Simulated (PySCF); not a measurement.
Structure from 2D NMR

Compound of formula C2H5N. Correlations simulated from computed shifts and the bond graph:

HSQC (one-bond C–H):
```tsv
δH	δC
7.80	159.6
7.30	159.6
3.51	55.3
```

COSY cross peaks (H two or three bonds apart, from the bond graph; peaks can be absent where the dihedral angle is near 90°):
```tsv
δH	δH
7.80	7.30
```

HMBC (two and three bonds, from the bond graph):
```tsv
δH	δC
7.80	55.3
7.30	55.3
3.51	159.6
```

Theoretical values (PySCF 2.14.0 with density-fitted response routines): σ from GIAO-B97-2/pcSseg-2, PBE0-D3(BJ)/def2-TZVP structure. A single conformation, one averaged value for each set of equivalent atoms, isolated molecule, non-relativistic.

Scale: TMS for 1H (31.64 ppm) and 13C (185.38 ppm) (reference shieldings calculated alike).

Exchangeable hydrogens are left out of these lists.

Q: Assemble the structure.

A: N-methylmethanimine (SMILES C=NC).

Numbering as in the mapped SMILES `[CH2:1]=[N:2][CH3:3]`. Hydrogens are named by the atom that carries them. Ha(C1) is cis to C3; Hb(C1) is trans to C3.

δC 159.6 is C1, a C=N carbon (δH 7.30, 7.80). δC 55.3 is C3, a methyl carbon bonded to N (δH 3.51). COSY links 7.80–7.30.

Shifts are as computed. Against solution values, carbons near 30 ppm lie about +3 ppm off and those near 130 ppm about +7 ppm. Of 1211 compounds with measured shifts, 218 miss one by over three times the rms of a fit or turn the order of signals round; such compounds aren't used in these exercises.
